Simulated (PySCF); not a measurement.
# One shape, several levels: C2H2F2 (SMILES F/C=C\F)

Wanted: a comparison of 6 runs (HF/3-21G, B3LYP/6-31G*, B2PLYP/6-311+G**, BHLYP/6-311+G**, wB97M-V/6-311+G**, SCS-MP2/6-311+G**) of C2H2F2. Input form: a Python script.

The results are computed with PySCF 2.14.0.

1 further run of the same task is left out (set aside as unsound or not needed).

## (1) The molecule

The species is C2H2F2 (6 atoms), meant as a singlet with charge 0. SMILES: `F/C=C\F`. The shape is that of a GFN2-xTB optimisation.

Bond lengths: F1–C2 1.335 Å, C2–C3 1.321 Å, C3–F4 1.335 Å, C2–H5 1.079 Å, C3–H6 1.078 Å. Angles: F1–C2–C3 123.7°, C2–C3–F4 123.7°, F1–C2–H5 113.2°, C3–C2–H5 123.0°, C2–C3–H6 123.2°, F4–C3–H6 113.1°.

## (2) The energy at HF/3-21G (run 1)

Input file job.py:

```python
from pyscf import gto

mol = gto.M(
    atom='''
F      0.363508    -1.580491    -2.873971
C      0.765736     0.051552    -0.993448
C     -0.618677     0.144394     1.081698
F     -2.574884    -1.385339     1.528770
H      2.342599     1.298582    -1.333731
H     -0.278300     1.471303     2.590682
''',
    basis='3-21g',
    max_memory=1860,
    unit='bohr',
    verbose=3,
)

hf = mol.RHF()
hf.conv_tol = 1e-10
hf.kernel()
if not hf.converged:
    hf = hf.newton().run(hf.mo_coeff, hf.mo_occ)

e_final = hf.e_tot
print(f'total energy: {e_final:.8f} hartree')
```

Run with:

```
$ OMP_NUM_THREADS=1 python job.py
```

Standard output:

```text
converged SCF energy = -274.224836295527
total energy: -274.22483630 hartree
```

Wall time 1.2 s (1 thread of Arm Neoverse N1, shared host); peak memory 0.12 GiB.

## (3) A single-point energy at B3LYP/6-31G(d) (spherical functions) (run 2)

Input file mol.xyz:

```xyz
6

F      0.192360    -0.836360    -1.520840
C      0.405210     0.027280    -0.525710
C     -0.327390     0.076410     0.572410
F     -1.362570    -0.733090     0.808990
H      1.239650     0.687180    -0.705780
H     -0.147270     0.778580     1.370930
```

Input file job.py:

```python
from pyscf import gto, dft

system = gto.M(
    atom='mol.xyz',
    basis='6-31g*',
    max_memory=1860,
    verbose=3,
    spin=0,
)

mf = dft.RKS(system, xc='b3lyp')
mf.conv_tol = 1e-10
mf.grids.level = 5
mf.kernel()
if not mf.converged:
    mf = mf.newton().run(mf.mo_coeff, mf.mo_occ)

e_tot = mf.e_tot
print('E = %.10f Eh' % e_tot)
```

Run with:

```
$ OMP_NUM_THREADS=1 python job.py
```

Standard output:

```text
converged SCF energy = -277.03685388929
E = -277.0368538893 Eh
```

Wall time 14 s (1 thread of Arm Neoverse N1, shared host); peak memory 0.32 GiB.

Runs 3 to 4 aren't shown in full; the table further down has their settings and results.

## (4) A single-point energy at wB97M-V/6-311+G(d,p) (run 5)

Input file calc.py:

```python
from pyscf import gto, dft

mol = gto.M(
    atom='''
F    0.192360  -0.836360  -1.520840
C    0.405210   0.027280  -0.525710
C   -0.327390   0.076410   0.572410
F   -1.362570  -0.733090   0.808990
H    1.239650   0.687180  -0.705780
H   -0.147270   0.778580   1.370930
''',
    basis='6-311+g**',
    max_memory=1860,
    charge=0,
    verbose=4,
)

mf = dft.RKS(mol, xc='wb97m-v')
mf.grids.level = 5
mf.nlcgrids.level = 1
mf.conv_tol = 1e-10
mf.kernel()
if not mf.converged:
    mf = mf.newton().run(mf.mo_coeff, mf.mo_occ)

e_tot = mf.e_tot
print('Final energy', e_tot)
```

Run with:

```
$ OMP_NUM_THREADS=1 python calc.py
```

Standard output:

```text
PySCF version 2.14.0

[... 84 lines left out ...]
converged SCF energy = -277.056558185539
Final energy -277.0565581855386
```

Run time: 1.9 min. Hardware: 1 thread of Arm Neoverse N1, shared host; peak memory 0.56 GiB.

## (5) A single-point energy at SCS-MP2/6-311+G(d,p) (run 6)

Changes to mol.xyz since step 3:

```diff
@@ -1,3 +1,3 @@
 6
-
+C2H2F2
 F      0.192360    -0.836360    -1.520840
```

Input file job.py:

```python
from pyscf import gto, mp

mol = gto.Mole()
mol.atom = 'mol.xyz'
mol.verbose = 4
mol.max_memory = 1860
mol.charge = 0
mol.basis = '6-311+g**'
mol.build()

hf = mol.RHF()
hf.conv_tol = 1e-10
hf.kernel()
if not hf.converged:
    hf = hf.newton().run(hf.mo_coeff, hf.mo_occ)

pt = mp.MP2(hf, frozen=4).run()
etot = hf.e_tot + 1.2 * pt.e_corr_os + pt.e_corr_ss / 3
print('E = %.10f Eh' % etot)
```

Run with:

```
$ OMP_NUM_THREADS=1 python job.py
```

Standard output:

```text
PySCF version 2.14.0

[... 60 lines left out ...]
converged SCF energy = -275.80729405609
[... 1 line left out ...]
******** <class 'pyscf.mp.mp2.RMP2'> ********
nocc = 12, nmo = 96
frozen orbitals 4
E(RMP2) = -276.492353104644  E_corr = -0.685059048554783
E(SCS-RMP2) = -276.473733630664  E_corr = -0.666439574574905
E_corr(same-spin) = -0.179574558104809
E_corr(oppo-spin) = -0.505484490449974
E = -276.4737336307 Eh
```

It took 3.6 s on 1 thread of Arm Neoverse N1, shared host; peak memory 0.26 GiB.

## (6) All runs side by side

```csv
run,level,integration grid,frozen core orbitals,energy (Eh),dipole moment (D) of the reference,HOMO energy (eV),LUMO energy (eV),wall time
1,HF/3-21G,–,–,-274.224836,3.02,-10.50,4.86,1.2 s
2,B3LYP/6-31G* (spherical functions),5,–,-277.036854,2.09,-6.90,0.74,14 s
3,B2PLYP/6-311+G**,5,4,-276.924314,2.70,-8.92,0.77,25 s
4,BHLYP/6-311+G**,5,–,-277.013691,2.71,-9.00,0.59,24 s
5,wB97M-V/6-311+G**,5,–,-277.056558,2.53,-10.07,0.99,1.9 min
6,SCS-MP2/6-311+G**,–,4,-276.473734,2.90,-10.76,1.79,3.6 s
```

## (7) Outcome

```
                                          quantity          value
                               run 6: total energy  -276.47373 Eh
       run 6: dipole moment (Hartree–Fock density)         2.90 D
        run 6: HOMO energy (Hartree–Fock orbitals)      -10.76 eV
        run 6: LUMO energy (Hartree–Fock orbitals)        1.79 eV
      run 6: HOMO–LUMO gap (Hartree–Fock orbitals)       12.55 eV
run 6: correlation energy (4 core orbitals frozen)     -666.4 mEh
```

What this shows: Over runs 1, 2, 3, 4, 5 the dipole moment (its size) runs from 2.09 D (B3LYP/6-31G*) to 3.02 D (HF/3-21G). The two ends differ in method and basis. Over runs 1, 2, 3, 4, 5 the HOMO–LUMO gap runs from 7.64 eV (B3LYP/6-31G*) to 15.36 eV (HF/3-21G). Totals of different functionals can't be ranked against each other. All runs together took 3 min, the longest 1.9 min.
